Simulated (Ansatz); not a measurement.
**2H WSe₂**

These are r²SCAN-D4 in Ansatz (PAW) values and carry that method's errors.

Cell: relaxed at this level.

For 2H WSe₂, the interlayer binding energy is 20.6 meV/Å², the layer repeat distance comes out as 6.612 Å and the gap between the layers is 3.285 Å.

Spin–orbit coupling is not included.

Static lattice: no zero-point or thermal effects.

Cost on a shared machine: around 4 core-minutes (rough).

Ansatz is a first-principles code.
